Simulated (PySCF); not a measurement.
Compound: C₃H₆P₂.
Numbering: `[CH2:1]=[CH:2]/[CH:3]=[P:4]\[PH2:5]` (hydrogens: H6, H7 on C1; H8 on C2; H9 on C3; H10, H11 on P5)

Geometry (PBE0-D3(BJ)/def2-SVP, Å), atoms numbered from 1 in this order:
```xyz
11
C3H6P2 angstrom
C     -2.180    0.370    0.145
C     -0.850    0.198    0.042
C     -0.238   -0.968   -0.549
P      1.378   -1.338   -0.859
P      2.417    0.492   -0.107
H     -2.882   -0.379   -0.234
H     -2.604    1.264    0.608
H     -0.179    0.975    0.430
H     -0.938   -1.756   -0.866
H      3.714   -0.057   -0.338
H      2.399    1.174   -1.364
```

All values: B3LYP/def2-SVPD (PySCF, non-relativistic), on one gas-phase PBE0-D3(BJ)/def2-SVP geometry that isn't relaxed in the solvent. The solvent is an IEF-PCM continuum (cavity from Bondi-type radii × 1.2), and excitations are vertical TDDFT with non-equilibrium linear response and a frozen core. The model holds no explicit solvent molecules, cavitation or dispersion.

Gas-phase singlets (H = HOMO, L = LUMO):

| state | E (eV) | λ (nm) | f | leading configurations |
| --- | --- | --- | --- | --- |
| S1 | 3.402 | 364 | 0.024 | H-1→L 52%, H→L 47% |
| S2 | 4.390 | 282 | 0.442 | H→L 50%, H-1→L 44% |
| S3 | 5.328 | 233 | 0.037 | H→L+1 58%, H-2→L 36% |
| S4 | 5.382 | 230 | 0.027 | H-2→L 52%, H→L+1 33% |
| S5 | 5.715 | 217 | 0.038 | H→L+2 57%, H-3→L 22%, H-1→L+1 8% |

Q: Give the list for chloroform (ε = 4.711), n² = 2.09.

A: 
| state | E (eV) | λ (nm) | f | leading configurations | change by rank (eV) |
| --- | --- | --- | --- | --- | --- |
| S1 | 3.404 | 364 | 0.047 | H→L 50%, H-1→L 50% | +0.002 |
| S2 | 4.184 | 296 | 0.556 | H-1→L 48%, H→L 48% | -0.206 |
| S3 | 5.292 | 234 | 0.045 | H→L+1 65%, H-2→L 32% | -0.036 |
| S4 | 5.354 | 232 | 0.041 | H-2→L 60%, H→L+1 29% | -0.028 |
| S5 | 5.715 | 217 | 0.041 | H→L+2 44%, H-3→L 25%, H-4→L 18% | 0.000 |

Q: How do the frontier levels move from gas to chloroform?

A: 
```csv
orbital,gas (eV),solvent (eV),change (eV)
LUMO+2,0.19,0.31,+0.12
LUMO+1,-0.17,-0.10,+0.07
LUMO,-2.42,-2.34,+0.08
HOMO,-6.44,-6.37,+0.07
HOMO-1,-6.93,-6.88,+0.05
HOMO-2,-8.65,-8.56,+0.09
HOMO-3,-9.24,-9.15,+0.09
```

The HOMO–LUMO gap goes from 4.02 to 4.03 eV.
